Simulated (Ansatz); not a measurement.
A structure relaxed at PBE0-D4/def2-TZVP in Ansatz, charge 0, doublet:

```xyz
3

Al   -1.1286    1.2567   -0.2915
Al    1.1294   -1.2560    0.2912
N    -0.0009   -0.0007    0.0002
```

(1) Give its formula and point group.

(2) Summarise the bond lengths by kind (pairs closer than 1.2 times the sum of covalent radii, bridged metal pairs left out).

## Answers

(1) Al2N (the lowest doublet isomer of a short search). Point group D∞h (tolerance 0.1 Å).

(2) 2 × Al–N 1.71 Å.

The structure comes from a short search, and lower isomers may exist.
